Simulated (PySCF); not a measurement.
An EPR job on `[N]=CCCCN` [radical].

Computed with UKS B3LYP, pcH-1 on C H N, non-relativistic, mean-field spin-orbit, GIAO (PySCF 2.14.0). Geometry: GFN2-xTB. The input is one job of a driver script: a line of settings, then coordinates in Å.

Command:
```bash
OMP_NUM_THREADS=1 python probes_run.py task.json out
```

Input:
```
{"job": {"kind": "epr", "basis": "pcH-1"}, "charge": 0, "multiplicity": 2}
N      1.491589     1.141684     0.969841
C      1.860691     0.147242     0.360297
C      1.050457    -0.731486    -0.575452
C     -0.083317     0.049533    -1.233825
C     -0.991782     0.672363    -0.182210
N     -1.699697    -0.350695     0.558835
H      2.889795    -0.222876     0.484920
H      0.631962    -1.533809     0.037493
H      1.708180    -1.170220    -1.327583
H     -0.653680    -0.629244    -1.874400
H      0.332377     0.842351    -1.858608
H     -0.316077     1.199837     0.526259
H     -1.652799     1.423868    -0.645138
H     -2.271647     0.062601     1.285371
H     -2.300466    -0.893161    -0.053367
```

Task: Estimate the output.

Result: 
```
UKS, coarse grid
  cycle   1  E = -267.23007621  |g| = 3.47e-01
  cycle   2  E = -267.17744069  |g| = 5.05e-01
  cycle   3  E = -267.29102221  |g| = 8.81e-02
  cycle   4  E = -267.29309847  |g| = 5.82e-02
  cycle   5  E = -267.29466880  |g| = 9.95e-03
  cycle   6  E = -267.29473667  |g| = 5.34e-03
  cycle   7  E = -267.29475923  |g| = 1.92e-03
  cycle   8  E = -267.29476589  |g| = 9.60e-04
UKS, final grid
  cycle   1  E = -267.29469423  |g| = 9.54e-04
  cycle   2  E = -267.29469439  |g| = 1.25e-03
  cycle   3  E = -267.29469514  |g| = 2.79e-04
  cycle   4  E = -267.29469523  |g| = 2.66e-04
  cycle   5  E = -267.29469534  |g| = 6.94e-05
  cycle   6  E = -267.29469534  |g| = 1.15e-05
E = -267.29469534 Eh   <S^2> = 0.7584 (exact 0.7500)
g shifts (ppm)      1          2          3
  rmc          -216       -216       -216
  gc             53         -1         45
  oz_so        -897        134       2707
  total       -1060        -84       2536
hyperfine (MHz)  atom isotope    a_iso     a_fc   dipolar eigenvalues
    0   14N      22.85      22.85    -44.64    -35.20     79.83
    1   13C     -65.68     -65.68    -16.39     -0.29     16.68
    2   13C      69.21      69.21    -10.95     -9.68     20.63
    3   13C      -7.16      -7.16     -1.00     -0.70      1.71
    4   13C      33.62      33.62     -7.47     -6.62     14.09
    5   14N       1.27       1.27     -0.30     -0.22      0.52
    6    1H     258.69     258.69     -5.49     -3.10      8.59
    7    1H     -13.35     -13.35     -4.82     -2.36      7.19
    8    1H      -6.42      -6.42     -5.57     -1.97      7.54
    9    1H      18.01      18.01     -1.62     -0.99      2.61
   10    1H       1.53       1.53     -2.41     -2.12      4.53
   11    1H       2.46       2.46    -19.91    -13.81     33.71
   12    1H       9.48       9.48     -3.79     -1.28      5.07
   13    1H       0.32       0.32     -1.55     -1.36      2.90
   14    1H       9.10       9.10     -1.18     -0.95      2.13
```

rmc, gc and oz_so are the mass-correction, gauge-correction and orbital-Zeeman/spin–orbit parts of the g shift along its three principal axes; a_iso is the isotropic hyperfine coupling and a_fc its Fermi-contact part. The program numbers atoms from 0.

Task: How far is ⟨S²⟩ from the pure-spin value?

Result: S = 0.5 gives S(S+1) = 0.75; the run has 0.7584, 0.0084 more.

Task: Get g_iso from the total shifts.

Result: Their mean is 464 ppm; added to g_e = 2.002319 it gives 2.00278.

In short: ⟨S²⟩ 0.758; g_iso 2.0028.

The structure is a single GFN2-xTB conformer in the gas phase; no vibrational or solvent corrections.

On an Arm Neoverse V2 with one thread, on a shared host, this took 43 s of wall time (grids of density and orbitals included) and 0.97 GiB of memory at its peak.
Labels such as C1 count atoms from 1, the log's own numbers from 0.
